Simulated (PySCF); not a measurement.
**H2N, SMILES `[NH2]` (charge 0, multiplicity 2)**

Computed with PBE-D3(BJ)/def2-TZVP in PySCF.

The highest occupied spin orbital comes out as -7.10 eV, the dipole moment is 1.90 D and the total energy is -55.8294 Ha. The cost is about 10 core-seconds (a rough figure).

Bonded distances (Å): N1–H2 1.038, N1–H3 1.038. Angles (°): H2–N1–H3 102.2.
Charge 0, spin multiplicity 2.
